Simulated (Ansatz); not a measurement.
## Ta$_{4}$C$_{3}$ (Pm-3m)

Theory: Ansatz, DFT r2SCAN, scalar-relativistic, plane waves, PAW.

Settings: cutoff 500 eV, Γ-centred mesh 8×8×8 on the computed 7-atom cell, Gaussian smearing of 0.10 eV; no spin polarisation.

The structure is relaxed at this level of theory with its symmetry kept. Whether it is the stable form of this composition wasn't checked.

```
Ta C
1.0
     4.42479    0.00000    0.00000
     0.00000    4.42479    0.00000
     0.00000    0.00000    4.42479
Ta C
4 3
Direct
  0.00000 0.50000 0.50000
  0.50000 0.00000 0.50000
  0.50000 0.50000 0.00000
  0.00000 0.00000 0.00000
  0.50000 0.00000 0.00000
  0.00000 0.50000 0.00000
  0.00000 0.00000 0.50000
```

```
Space group                                                       : Pm-3m (No. 221)
Volume per atom                                                   : 12.38 Å³
Formation energy from the elements' standard states (uncorrected) : -0.535 eV/atom
Generalised Kohn–Sham band gap                                    : none (metal)
Density of states at the Fermi level                              : 3.82 states/eV per cell
Löwdin character within 0.5 eV of the Fermi level                 : Ta 5d 80 %, C 2p 15 %
Bulk modulus                                                      : 307 GPa
Its pressure derivative                                           : 4.1
Bader charges (e)                                                 : Ta (3 in the cell) 1.34, Ta (1 in the cell) 2.07, C (3 in the cell) -2.04
```

Spin-orbit coupling is left out, which matters for the bands of heavy elements.